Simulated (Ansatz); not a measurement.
Cohesive energy (eV/atom) along a series of related solids, from LDA (PAW; Ansatz, a quantum-chemistry and plane-wave program); PBE-D3(BJ) (plane waves, PAW; Ansatz); r²SCAN+rVV10 (plane waves, PAW; Ansatz).

| solid | LDA | PBE-D3(BJ) | r²SCAN+rVV10 | measured |
|---|---|---|---|---|
| zinc-blende GaN (metastable phase) | 5.40 | 4.64 | 4.62 | – |
| zinc-blende GaP | 4.34 | 3.80 | 3.80 | 3.61 |
| zinc-blende GaAs | 4.04 | 3.46 | 3.49 | 3.34 |
| zinc-blende GaSb | 3.67 | 3.15 | 3.12 | 3.03 |

r²SCAN+rVV10 less measured, from the printed values: zinc-blende GaP +0.19 eV/atom, zinc-blende GaAs +0.15 eV/atom, zinc-blende GaSb +0.09 eV/atom.

A member of the series is missing where a level wasn't run or failed, where a doubt is noted on the run or the magnetic state, for phases of high temperature or layered ones, and where values are held back for tests.

Spin–orbit coupling is left out, also for the solids with elements from indium on (zinc-blende GaSb); its size isn't shown.

A dash: no measured value is used.

Free atoms are spin-polarised, in the lowest state found; at levels without +SOC their spin–orbit coupling is left out. Each level is taken at its own relaxed cell. Ansatz's density-functional and Hartree–Fock values are scalar-relativistic unless marked +SOC, with PAW data made under PBE.

Measured values are for low temperature or corrected to a static lattice. References as tabulated in Mejia-Rodriguez and Trickey (2018), arXiv:1807.09216; Paulus et al. (1996), arXiv:cond-mat/9605064.
